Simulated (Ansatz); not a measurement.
bcc Rb was calculated with LDA (plane waves, PAW; Ansatz, a quantum-chemistry and plane-wave program).

Settings: plane-wave cutoff 500 eV, 18×18×18 k mesh, Fermi–Dirac smearing 0.1 eV, scalar-relativistic PAW data made under PBE.

Computed at the level's own relaxed cell.

**Question.** Predict the equilibrium volume per atom and lattice constant a.

**Answer.** 
* **equilibrium volume per atom**: 77.68 Å³/atom
* **lattice constant a**: 5.376 Å

Measured, for comparison: equilibrium volume per atom 86.68 Å³/atom, lattice constant a 5.576 Å (low-temperature or extrapolated to 0 K; zero-point anharmonic expansion removed; as tabulated in Csonka et al. (2009), arXiv:0903.4037). Computed (rounded) less measured: equilibrium volume per atom -10.4 %, lattice constant a -3.6 %.

The computed numbers hold no vibrational or temperature effects.

Computing time: around 50 core-seconds (rough).
